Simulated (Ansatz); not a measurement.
Two structures, one formula

The two ends of one reaction step of SiH₄O, closed shell (PBE0-D4/def2-TZVP).

A:

```tsv
atom	x (Å)	y (Å)	z (Å)
Si1	-0.7788	0.6845	-0.6694
H2	1.5433	-0.3765	-0.5425
O3	0.9744	-0.0207	0.1481
H4	-1.3829	-0.7055	-0.4479
H5	-1.1558	1.1451	0.7319
H6	0.7999	-0.7269	0.7797
```

B:

```csv
atom,x (Å),y (Å),z (Å)
Si1,-0.2414,0.2449,-0.1954
H2,0.5749,0.5568,-1.4009
O3,0.6784,-0.3943,1.0132
H4,-1.3295,-0.6839,-0.6079
H5,-0.8243,1.4902,0.3533
H6,1.1418,-1.2137,0.8377
```

Ansatz 0.2.0; basis: def2-TZVPP; cores frozen in the correlated methods. B3LYP uses VWN-RPA correlation.

Problem. Which structure is lower at CCSD(T), and by how much? (An estimate is asked for; the value comes from the calculation.)

Solution. Computed: B, by 2.539 eV (electronic energy, against the other). By their contacts, A is SiH₄O ([OH2][SiH2]) and B is SiH₄O ([OH][SiH3]).

All methods give the same order:

```
      method  E(B) − E(A) (eV)
       SPW92            -2.353
      PBE-D4            -2.367
     BLYP-D4            -2.424
   r2SCAN-D4            -2.622
      B97M-V            -2.469
     PBE0-D4            -2.486
    B3LYP-D4            -2.524
  r2SCAN0-D4            -2.651
    BHLYP-D4            -2.659
CAM-B3LYP-D4            -2.597
     wB97X-V            -2.611
     wB97M-V            -2.455
      B2PLYP            -2.603
    PBE-QIDH            -2.639
  RPA on PBE            -2.470
          HF            -2.793
         MP2            -2.688
        CCSD            -2.564
     CCSD(T)            -2.539
```

T1 diagnostic: at most 0.012.

Labels in which every atom is bracketed show which atoms are joined, not bond orders.

For scale, one of the runs: CCSD(T)/def2-TZVPP, 129 basis functions, launched by `ansatz run in.yaml --threads 2 --pin off --events-out ev --progress --plain --max-ram 4352MiB`. The run took about 6 s on 2 CPU threads of an Arm Neoverse V1 (shared host).
